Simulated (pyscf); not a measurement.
Elimination: H₃C–CH₂–Be–CH₂–CH₃ (SMILES C[CH2][Be][CH2]C) → HBe–CH₂–CH₃ (SMILES [BeH][CH2]C) + H₂C=CH₂ (SMILES C=C)

Gas phase, singlet surface, charge 0. Bonds broken: Be1–C2, C3–H8. Bonds formed: Be1–H8. Structures and frequencies: ωB97X-D3(BJ)/def2-SVP in PySCF.

Transition state (Å):

```xyz
15

Be     0.4424     0.4136     0.5344
C      1.6663     0.0029     1.8455
C      0.6468     0.7694     2.4140
C      0.5376    -0.0650    -1.1088
C      1.7535    -0.9077    -1.5186
H      2.6125     0.4685     1.5523
H      1.6647    -1.0867     1.9498
H     -0.5306     1.1732     1.1858
H      0.7879     1.8356     2.6166
H     -0.1457     0.3037     3.0080
H     -0.3965    -0.6051    -1.3621
H      0.4848     0.8480    -1.7349
H      2.7003    -0.3738    -1.3254
H      1.8044    -1.8506    -0.9468
H      1.7503    -1.1802    -2.5894
```

One imaginary mode, 601i cm⁻¹; descent along it reached the two sides named, in the forms told below.

```
bond    change  reactant side (Å)  saddle  product side
------  ------  -----------------  ------  ------------
Be1–C2  breaks              1.690   1.840         2.328
C3–H8   breaks              1.104   1.749           2.6
Be1–H8   forms                2.8   1.396         1.357
```

Electronic energies relative to the reactant's lowest minimum found (kcal/mol):

```csv
level,barrier,reaction energy,reverse barrier
ωB97X-D3(BJ)/def2-TZVP,36.1,+35.5,0.7
PBE/def2-TZVP,29.4,+34.2,-4.9
r²SCAN/def2-TZVP,30.5,+35.0,-4.5
B3LYP-D3(BJ)/def2-TZVP,33.1,+32.0,1.2
PBE0-D3(BJ)/def2-TZVP,32.8,+37.6,-4.7
M06-2X/def2-TZVP,34.5,+35.2,-0.7
ωB97M-D3(BJ)/def2-TZVP,35.2,+33.6,1.7
HF/def2-TZVP,45.1,+25.7,19.4
```

With ωB97M-D3(BJ)/def2-TZVP energies and thermal terms (ideal gas, 1 atm, RRHO with modes under 100 cm⁻¹ raised to 100, one conformer, R ln 2 for chiral ones without a mode under 150 cm⁻¹), in kcal/mol:

```tsv
T (K)	ΔH‡	ΔG‡	ΔH	ΔG
298	32.1	32.9	+29.5	+18.9
600	32.0	33.7	+29.1	+8.3
900	31.8	34.6	+28.4	-2.0
1200	31.5	35.5	+27.6	-12.0
```

On the reactant side the descent ends in a point that may be a rotor saddle (no frequency run), 2.4 kcal/mol over the lowest minimum found and 33.8 kcal/mol under the saddle at ωB97X-D3(BJ)/def2-TZVP. On the product side the descent ends in a complex, 5.8 kcal/mol under the separated species and 6.5 kcal/mol under the saddle at ωB97X-D3(BJ)/def2-TZVP. At PBE, r²SCAN, PBE0-D3(BJ), M06-2X the saddle lies under the separated products, which points to a path from their complex (located at ωB97X-D3(BJ) alone), and parting the products costs more than the saddle. At the saddle there is also a short Be–C contact that neither side keeps. HBe–CH₂–CH₃ lies 18.0 kcal/mol over its isomer H₃C–Be–CH₃ (electronic energy, ωB97M-D3(BJ)/def2-TZVP). This is the saddle that the search found; another between the same sides may lie lower.
